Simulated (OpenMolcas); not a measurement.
# One shape, several levels: SiN2H6 (SMILES NN[SiH3])

We compute a comparison of 6 runs (HF/6-311+G**, B2PLYP/6-311+G**, B3LYP/6-311+G**, BLYP/6-311+G**, TPSS/6-311+G**, CCSD(T)/6-311+G**) of SiN2H6. 

The results are computed with OpenMolcas 26.06.

## (1) The system as given

The species is SiN2H6 (9 atoms), meant as a singlet with charge 0. SMILES: `NN[SiH3]`. The shape is that of a PBE0-D4/def2-TZVP optimisation. This is one conformer, not always the lowest.

Bond lengths: N1–N2 1.407 Å, N2–Si3 1.714 Å, N1–H4 1.014 Å, N1–H5 1.013 Å, N2–H6 1.005 Å, Si3–H7 1.494 Å, Si3–H8 1.491 Å, Si3–H9 1.486 Å. Some angles: N1–N2–Si3 123.5°, N1–N2–H6 112.1°, Si3–N2–H6 123.5°, N2–N1–H4 110.8°, N2–N1–H5 110.1°, N2–Si3–H7 112.3°, N2–Si3–H8 110.9°, N2–Si3–H9 107.1°, H4–N1–H5 108.5°, H7–Si3–H8 106.4°.

## (2) Energy and forces at HF/6-311+G(d,p) (run 1)

mol.inp

```
* H6N2Si Hartree-Fock
>>> EXPORT MOLCAS_PRINT=2

&GATEWAY
  BasLib=$CurrDir
  Coord
  9
  bohr
  N     -1.05597896     1.74799667    -2.27352950
  N     -0.53951681     1.33830404     0.30178926
  Si     0.77176415    -1.39197226     1.45036480
  H      0.50625763     1.43864850    -3.34009093
  H     -2.43869156     0.56238249    -2.86406891
  H     -0.71337161     2.92775268     1.32620979
  H      3.26771441    -1.96531517     0.26380577
  H     -0.88779333    -3.60427464     0.91557231
  H      1.08942711    -1.05314437     4.21975844
  Basis=6-311pGss
  Group=NoSym

&SEWARD

&SCF
  Thresholds=1e-10 1e-07 1e-07 1e-05
  PrOrbitals=1 1

&ALASKA
```

The basis set 6-311+G** is read from a file made from the Basis Set Exchange's data (not shown).

The run is started by

```
export MOLCAS_MEM=1860
pymolcas mol.inp > mol.log
```

What it wrote:

```text
--- Start Module: gateway ---
[...]
--- Stop Module: gateway /rc=_RC_ALL_IS_WELL_ ---
[...]
      Basis functions          110
[...]
--- Start Module: scf ---
[...]
       Convergence after  13 Iterations
[...]
::    Total SCF energy                               -401.3342308718
[...]
      Total spin, S                                     0.0000000000
[...]
      Total electronic charge=   34.000000
      Total            charge=   -0.000000
[...]
      Dipole Moment (debye):
      Origin of the operator (angstrom)=    0.0007    0.0219    0.1151
                   X=  2.8333E-01               Y= -4.8913E-01               Z= -1.8524E-01           Total=  5.9485E-01
      Quadrupole Moment (debye*angstrom):
[...]
--- Stop Module: scf /rc=_RC_ALL_IS_WELL_ ---
[...]
--- Start Module: alaska ---
[...]
 *              Molecular gradients               *
 **************************************************
  Irreducible representation: a
 ------------------------------------------------------------------------------------------
                              X                       Y                       Z
 ------------------------------------------------------------------------------------------
  N1               -1.36083342257809E-03    9.37796469657215E-03    8.86338454939040E-03
  N2                1.00632128259814E-03   -9.14565773408427E-03   -3.55660924199208E-03
  SI3              -2.06070646633183E-03    4.59751035811351E-03   -3.46764054667670E-03
  H4                9.89352110765696E-03   -2.74937808646858E-03   -6.57653115175361E-03
  H5               -8.22059867613412E-03   -8.02669476446871E-03   -3.74158066221653E-03
  H6               -7.82374475857717E-04    9.30868189676293E-03    7.18616271030292E-03
  H7                3.33279586637314E-03   -1.07642788873297E-03   -1.49626758334964E-03
  H8               -2.10866585147196E-03   -2.92126891094169E-03   -7.01164685959488E-04
[...]
--- Stop Module: alaska /rc=_RC_ALL_IS_WELL_ ---
[...]
```

Run time: 14 s. Hardware: 1 thread of Arm Neoverse V2, shared host; peak memory 0.65 GiB.

## (3) The energy at B2PLYP/6-311+G(d,p) (run 2)

test.input

```
&gateway
 baslib
 $CurrDir
 coord
 9
 angstrom
 N       -0.558800       0.925000      -1.203100
 N       -0.285500       0.708200       0.159700
 Si       0.408400      -0.736600       0.767500
 H        0.267900       0.761300      -1.767500
 H       -1.290500       0.297600      -1.515600
 H       -0.377500       1.549300       0.701800
 H        1.729200      -1.040000       0.139600
 H       -0.469800      -1.907300       0.484500
 H        0.576500      -0.557300       2.233000
 basis
 6-311pGss
 group
 NoSym

&seward
 gridinput
 Grid=UltraFine
 End of Grid

&scf
 ksdft
 B2PLYP_SCF
 thresholds
 1e-10 1e-07 1e-07 1e-05
 prorbitals
 1

&mbpt2
 frozen
 7
```

The basis set 6-311+G** is read from a file made from the Basis Set Exchange's data (not shown).

The run is started by

```
export MOLCAS_MEM=1860
pymolcas test.input > test.log
```

What it wrote:

```text
--- Start Module: gateway ---
[...]
--- Stop Module: gateway /rc=_RC_ALL_IS_WELL_ ---
[...]
      Basis functions          110
[...]
--- Start Module: scf ---
[...]
       Convergence after  14 Iterations
[...]
::    Total KS-DFT energy                            -402.2206714412
[...]
      Total spin, S                                     0.0000000000
[...]
      Total electronic charge=   34.000000
      Total            charge=   -0.000000
[...]
      Dipole Moment (debye):
      Origin of the operator (angstrom)=    0.0007    0.0219    0.1151
                   X=  2.5935E-01               Y= -4.5317E-01               Z= -1.9404E-01           Total=  5.5703E-01
      Quadrupole Moment (debye*angstrom):
[...]
--- Stop Module: scf /rc=_RC_ALL_IS_WELL_ ---
[...]
--- Start Module: mbpt2 ---
[...]
 ###    WARNING: MP2 implementation intended for RHF references only         ###
 ###############################################################################
MBPT2 WARNING: Reference function according to RunFile:KS-DFT
I'll assume you know what you're doing and continue
WARNING!
Default frozen orbitals as non valence orbitals is overwritten by user input.
Default values:   4
[...]
       Reference weight ( Cref**2 )         =        0.81045
::    Total MBPT2 energy                             -402.8019938831
[...]
      Total MBPT2 calculations                           0.49      0.58
--- Stop Module: mbpt2 /rc=_RC_ALL_IS_WELL_ ---
[...]
```

It took 45 s on 1 thread of Arm Neoverse V2, shared host; peak memory 0.65 GiB.

## (4) Energy and gradient at B3LYP/6-311+G(d,p) (run 3)

Edit test.input of step 3 so:

```diff
@@ -1,5 +1,6 @@
-&gateway
- baslib
- $CurrDir
- coord
+>>> EXPORT MOLCAS_PRINT=2
+
+&GATEWAY
+ BasLib = $CurrDir
+ Coord
  9
@@ -15,9 +16,7 @@
  H        0.576500      -0.557300       2.233000
- basis
- 6-311pGss
- group
- NoSym
+ Basis = 6-311pGss
+ Group = NoSym
 
-&seward
- gridinput
+&SEWARD
+ GridInput
  Grid=UltraFine
@@ -25,12 +24,7 @@
 
-&scf
- ksdft
- B2PLYP_SCF
- thresholds
- 1e-10 1e-07 1e-07 1e-05
- prorbitals
- 1
+&SCF
+ KSDFT = B3LYP
+ Thresholds = 1e-10 1e-07 1e-07 1e-05
+ PrOrbitals = 1 1
 
-&mbpt2
- frozen
- 7
+&ALASKA
```

The basis set 6-311+G** is read from a file made from the Basis Set Exchange's data (not shown).

The run is started by

```
export MOLCAS_MEM=1860
pymolcas test.input > test.log
```

What it wrote:

```text
--- Start Module: gateway ---
[...]
--- Stop Module: gateway /rc=_RC_ALL_IS_WELL_ ---
[...]
      Basis functions          110
[...]
--- Start Module: scf ---
[...]
       Convergence after  13 Iterations
[...]
::    Total KS-DFT energy                            -402.6455161991
[...]
      Total spin, S                                     0.0000000000
[...]
      Total electronic charge=   34.000000
      Total            charge=   -0.000000
[...]
      Dipole Moment (debye):
      Origin of the operator (angstrom)=    0.0007    0.0219    0.1151
                   X=  2.2618E-01               Y= -3.9674E-01               Z= -2.1524E-01           Total=  5.0486E-01
      Quadrupole Moment (debye*angstrom):
[...]
--- Stop Module: scf /rc=_RC_ALL_IS_WELL_ ---
[...]
--- Start Module: alaska ---
[...]
 *              Molecular gradients               *
 **************************************************
  Irreducible representation: a
 ------------------------------------------------------------------------------------------
                              X                       Y                       Z
 ------------------------------------------------------------------------------------------
  N1                1.96358706122535E-03   -2.12719926567573E-03    7.97841164882218E-03
  N2                8.32165958142728E-04   -3.68180478526492E-03   -5.19088962213354E-03
  SI3              -4.01169734222950E-03    8.49213379808766E-03   -5.14988601958866E-03
  H4               -1.74891335563965E-03   -7.04588503623205E-04    2.09276160813365E-03
  H5                2.37578671068350E-03    5.91905458434017E-04    1.25928806152142E-03
  H6                4.79758168131783E-04   -2.24928853102213E-03   -1.32709897158279E-03
  H7                2.38542105168271E-04   -1.29536160365484E-04   -9.64924064272843E-06
  H8               -1.61160369487767E-04   -2.39914635112193E-04   -4.62305877380054E-06
[...]
--- Stop Module: alaska /rc=_RC_ALL_IS_WELL_ ---
[...]
```

It took 51 s on 1 thread of Arm Neoverse V2, shared host; peak memory 0.65 GiB.

Runs 4 to 5 aren't shown in full; the table further down has their settings and results.

## (5) The energy at CCSD(T)/6-311+G(d,p) (Cholesky decomposition) (run 6)

run.input

```
* H6N2Si CCSD(T)

&GATEWAY
 BASLIB
 $CurrDir
 COORD
 9
 angstrom
 N       -0.558800       0.925000      -1.203100
 N       -0.285500       0.708200       0.159700
 Si       0.408400      -0.736600       0.767500
 H        0.267900       0.761300      -1.767500
 H       -1.290500       0.297600      -1.515600
 H       -0.377500       1.549300       0.701800
 H        1.729200      -1.040000       0.139600
 H       -0.469800      -1.907300       0.484500
 H        0.576500      -0.557300       2.233000
 BASIS
 6-311pGss
 GROUP
 NoSym

&SEWARD
 HIGH

&SCF
 THRESHOLDS
 1e-10 1e-07 1e-07 1e-05
 PRORBITALS
 0

&CHCC
 FROZEN
 7
 THRESHOLD
 1e-08
 MAXITERATIONS
 80

&CHT3
 FROZEN
 7
```

The basis set 6-311+G** is read from a file made from the Basis Set Exchange's data (not shown).

The run is started by

```
export MOLCAS_MEM=1860
pymolcas run.input > run.log
```

What it wrote:

```text
--- Start Module: gateway ---
[...]
--- Stop Module: gateway /rc=_RC_ALL_IS_WELL_ ---
[...]
      Basis functions          110
[...]
       Convergence after  13 Iterations
[...]
::    Total SCF energy                               -401.3342308570
[...]
      Total spin, S                                     0.0000000000
[...]
      Total electronic charge=   34.000000
      Total            charge=   -0.000000
[...]
      Dipole Moment (debye):
      Origin of the operator (angstrom)=    0.0007    0.0219    0.1151
                   X=  2.8333E-01               Y= -4.8913E-01               Z= -1.8524E-01           Total=  5.9485E-01
      Quadrupole Moment (debye*angstrom):
[...]
--- Start Module: chcc ---
[...]
--- Stop Module: chcc /rc=_RC_ALL_IS_WELL_ ---
[...]
--- Start Module: cht3 ---
[...]
--- Stop Module: cht3 /rc=_RC_ALL_IS_WELL_ ---
[...]
```

It took 4.6 min on 1 thread of Arm Neoverse V2, shared host; peak memory 0.2 GiB.

## (6) All runs side by side

| run | level | task | frozen core orbitals | energy (Eh) | dipole moment (D) of the reference | HOMO energy (eV) | LUMO energy (eV) | wall time |
| --- | --- | --- | --- | --- | --- | --- | --- | --- |
| 1 | HF/6-311+G** | gradient | – | -401.334231 | 0.59 | -10.47 | 1.74 | 14 s |
| 2 | B2PLYP/6-311+G** | energy | 7 | -402.377629 | 0.56 | -8.33 | 0.63 | 45 s |
| 3 | B3LYP/6-311+G** | gradient | – | -402.645516 | 0.50 | -6.84 | -0.33 | 51 s |
| 4 | BLYP/6-311+G** | gradient | – | -402.572281 | 0.45 | -5.58 | -0.74 | 50 s |
| 5 | TPSS/6-311+G** | gradient | – | -402.659641 | 0.46 | -5.77 | -0.58 | 68 s |
| 6 | CCSD(T)/6-311+G** (Cholesky decomposition) | energy | 7 | -401.864004 | 0.59 | -10.47 | 1.74 | 4.6 min |

## (7) Results

```
                                          quantity          value
                               run 6: total energy  -401.86400 Eh
         run 6: dipole moment (mean-field density)         0.59 D
        run 6: HOMO energy (Hartree–Fock orbitals)      -10.47 eV
        run 6: LUMO energy (Hartree–Fock orbitals)        1.74 eV
      run 6: HOMO–LUMO gap (Hartree–Fock orbitals)       12.21 eV
run 6: correlation energy (7 core orbitals frozen)     -529.8 mEh
                             run 6: (T) correction     -15.46 mEh
```

What this shows: Over runs 1, 2, 3, 4, 5 the dipole moment (its size) runs from 0.45 D (BLYP/6-311+G**) to 0.59 D (HF/6-311+G**). Over runs 1, 2, 3, 4, 5 the HOMO–LUMO gap runs from 4.84 eV (BLYP/6-311+G**) to 12.21 eV (HF/6-311+G**). Exact exchange widens orbital gaps. For B2PLYP the log adds the whole second-order term; the table takes 0.27 of it, as the functional is defined. Totals of different functionals can't be ranked against each other. All runs together took 8.4 min, the longest 4.6 min.
